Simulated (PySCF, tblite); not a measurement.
**C3H8O2, a complex of two parts: NMR shifts, interaction energy, spin-spin couplings and core binding energies**

Aim: the NMR shifts, interaction energy, spin-spin couplings and core binding energies of `C=O` with `COC`.

Computed with tblite 0.8.0 and PySCF 2.14.0; each step states its level. No surroundings beyond the atoms listed, unless a continuum is named. Atoms count from 0, parts from 1.

### Step 1. The system as given

13 atoms, charge 0, multiplicity 1; geometry: rigid parts in contact. Parts: 1 = atoms 0–3, `C=O`, charge 0; 2 = atoms 4–12, `COC`, charge 0.

### Step 2. Bringing the parts together with GFN2-xTB

What the job is given:

```
{"job": {"kind": "dock", "xc": "GFN2-xTB", "basis": "xTB"}, "charge": 0, "multiplicity": 1, "parts": [{"atoms": "0-3", "charge": 0, "multiplicity": 1}, {"atoms": "4-12", "charge": 0, "multiplicity": 1}]}
C      0.000721    -0.000063     0.000029
O      1.174885    -0.205987     0.005994
H     -0.747923    -0.810244    -0.008324
H     -0.427683     1.016294     0.002300
C      2.744214     3.011727     1.379416
O      3.245624     2.079142     2.300482
C      3.829389     0.962317     1.682907
H      1.963027     2.568655     0.748533
H      3.540305     3.398653     0.730565
H      2.321137     3.828771     1.959867
H      4.675703     1.254801     1.048279
H      4.182180     0.311550     2.480202
H      3.100513     0.421586     1.065861
```

Level: GFN2-xTB search for minima from random contacts, gas phase.

Launch:

```bash
$ OMP_NUM_THREADS=1 python cluster_run.py task.json out
```

This one command runs all jobs of the session in turn.

**Question.** The jobs that follow are: PBE0-D3(BJ)/def2-SVPD geometry optimisation, gas phase; GIAO PBE0/pcSseg-2 NMR shielding, non-relativistic, gas phase; wB97M-D3(BJ)/def2-SVPD interaction energy, counterpoise and uncorrected, gas phase; PBE0-D3(BJ)/def2-SVPD interaction energy, counterpoise and uncorrected, gas phase; B3LYP/pcJ-1 indirect spin-spin coupling, non-relativistic, gas phase; delta-SCF UKS SCAN, pcX-2 on the ionised atom, pcseg-1 elsewhere, spin-free X2C. Predict: binding energy (GFN2-xTB); point group; rotational constants (main isotopes); shieldings of C, H (PBE0/pcSseg-2, a mean where the table joins atoms); largest proton shift on binding; interaction energy, counterpoise (wB97M-D3(BJ)/def2-SVPD); superposition error; binding energy (with deformation); largest coupling of the table (B3LYP/pcJ-1); O1s binding energies, SCAN/pcX-2 (standing for 1 of 2 atoms).

The runs gave:

```
                                                              quantity                                                                                    value
                                             binding energy (GFN2-xTB)                                                                           -5.11 kcal/mol
                                                           point group                                                                                       Cs
                                  rotational constants (main isotopes)                                                                     7.22, 2.79, 2.43 GHz
shieldings of C, H (PBE0/pcSseg-2, a mean where the table joins atoms)  C0 -17.3, C4 123.2, C6 123.2, H2 21.7, H3 21.7, H9 28.1, H11 28.1, H7 28.4 ppm and more
                                       largest proton shift on binding                                                                           H11, -0.47 ppm
             interaction energy, counterpoise (wB97M-D3(BJ)/def2-SVPD)                                                                           -4.21 kcal/mol
                                                   superposition error                                                                            1.10 kcal/mol
                                     binding energy (with deformation)                                                                           -4.23 kcal/mol
                           largest coupling of the table (B3LYP/pcJ-1)                                                             $^{1}J$(C,H) C0–H3, 186.8 Hz
          O1s binding energies, SCAN/pcX-2 (standing for 1 of 2 atoms)                                                                             O5 538.74 eV
           range of the interaction energy over the runs of this table                                                                  -4.21 to -4.09 kcal/mol
```

At its xTB geometry the search ends with the contact C0···O5 (inside the van der Waals sum, 2.32 Å); 6 starts can't prove it the lowest minimum. A later relaxation moves these distances. Relaxing lowered the energy by 0.140 eV in 7 steps; the close pair that moved most is C0–H2, from 1.073 to 1.114 Å. At PBE0/pcSseg-2: The largest span, 1399 ppm, is at O1, where the paramagnetic term is -738 ppm. On binding (GIAO PBE0/pcSseg-2 NMR shielding, non-relativistic, gas phase), H11 moves most among the protons, 0.47 ppm upfield. Of the attraction, electrostatic 54 %, orbital 29 %, dispersion 17 %; Pauli repulsion takes back 8.66 kcal/mol. The terms sum to the uncorrected energy, so the orbital term holds the superposition error. The superposition error is 26 % of the corrected value, so this basis is small for the task. A part with a negative deformation was relaxed at another level. Of the pairs tabulated at B3LYP/pcJ-1, C0–H3 couples most strongly (186.8 Hz; Fermi contact 186.5 Hz). Binding moves the O1s level of O5 by +0.20 eV. The interaction energy runs from -4.21 (wB97M-D3(BJ)/def2-SVPD) to -4.09 kcal/mol (PBE0-D3(BJ)/def2-SVPD).
